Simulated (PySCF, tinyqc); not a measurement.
Worked calculation: coupled-perturbed Hartree-Fock on RHF in the sto-3g basis, for BH, spin multiplicity 1. The lowest restricted solution is unstable here: a spin-polarised one lies 0.0139 hartree lower (PySCF). One step of it, computed by the program tinyqc.

Problem. Coupled step 1. U_ai = -(mu_ai + sum_bj [4 (ai|bj) - (ab|ij) - (aj|bi)] U_bj) / (e_a - e_i); alpha = -4 sum U_ai mu_ai.

uncoupled U, order a4, a5, a6:
$$\begin{pmatrix}
-0.014913 & -0.735369 & -1.164269 \\
0.005079 & 0.250424 & 0.396483 \\
0.000000 & 0.000000 & 0.000000
\end{pmatrix}$$

dipole integrals <a|y|i> (bohr), order a4, a5, a6:
$$\begin{pmatrix}
0.113396 & 0.653956 & 0.597472 \\
-0.038616 & -0.222699 & -0.203464 \\
0.000000 & 0.000000 & 0.000000
\end{pmatrix}$$

orbital energies (hartree): MO1 -7.334360, MO2 -0.619871, MO3 -0.243755, MO4 0.269419, MO5 0.269419, MO6 0.855381

Two-electron integrals over orbitals (pq|rs), unique and non-zero (hartree):
```
(11|11) 2.889980    (21|11) -0.223899   (21|21) 0.029285    (22|11) 0.610353
(22|21) 0.001138    (22|22) 0.620701    (31|11) -0.220495   (31|21) 0.022692
(31|22) -0.021342   (31|31) 0.035413    (32|11) 0.069999    (32|21) -0.008107
(32|22) -0.074534   (32|31) 0.002869    (32|32) 0.051338    (33|11) 0.707903
(33|21) -0.017254   (33|22) 0.412910    (33|31) 0.004746    (33|32) 0.045088
(33|33) 0.588091    (41|41) 0.021731    (42|41) 0.018536    (42|42) 0.057980
(43|41) 0.019086    (43|42) 0.041701    (43|43) 0.066536    (44|11) 0.741981
(44|21) -0.008858   (44|22) 0.468455    (44|31) -0.007510   (44|32) 0.034378
(44|33) 0.514172    (44|44) 0.586773    (51|51) 0.021731    (52|51) 0.018536
(52|52) 0.057980    (53|51) 0.019086    (53|52) 0.041701    (53|53) 0.066536
(54|54) 0.031630    (55|11) 0.741981    (55|21) -0.008858   (55|22) 0.468455
(55|31) -0.007510   (55|32) 0.034378    (55|33) 0.514172    (55|44) 0.523513
(55|55) 0.586773    (61|11) 0.148679    (61|21) -0.024770   (61|22) -0.014369
(61|31) -0.005989   (61|32) 0.011169    (61|33) 0.025058    (61|44) 0.003971
(61|55) 0.003971    (61|61) 0.031102    (62|11) -0.183542   (62|21) 0.003938
(62|22) 0.018877    (62|31) 0.010504    (62|32) -0.050329   (62|33) -0.042105
(62|44) -0.087055   (62|55) -0.087055   (62|61) 0.003430    (62|62) 0.122778
(63|11) 0.074766    (63|21) -0.004851   (63|22) -0.058211   (63|31) 0.007612
(63|32) 0.042901    (63|33) 0.078302    (63|44) 0.030336    (63|55) 0.030336
(63|61) 0.011182    (63|62) -0.048786   (63|63) 0.066297    (64|41) -0.012778
(64|42) -0.038254   (64|43) -0.017353   (64|64) 0.034793    (65|51) -0.012778
(65|52) -0.038254   (65|53) -0.017353   (65|65) 0.034793    (66|11) 0.692443
(66|21) -0.003903   (66|22) 0.603999    (66|31) -0.020033   (66|32) -0.060880
(66|33) 0.460309    (66|44) 0.486830    (66|55) 0.486830    (66|61) -0.008060
(66|62) 0.026851    (66|63) -0.041782   (66|66) 0.631762
```

Give: U after step 1; polarisability.

Solution.

U after step 1, order a4, a5, a6:
$$\begin{pmatrix}
0.000 & -0.859 & -1.746 \\
0.000 & 0.293 & 0.595 \\
0.000 & 0.000 & 0.000
\end{pmatrix}$$

polarisability = 7.165 bohr^3
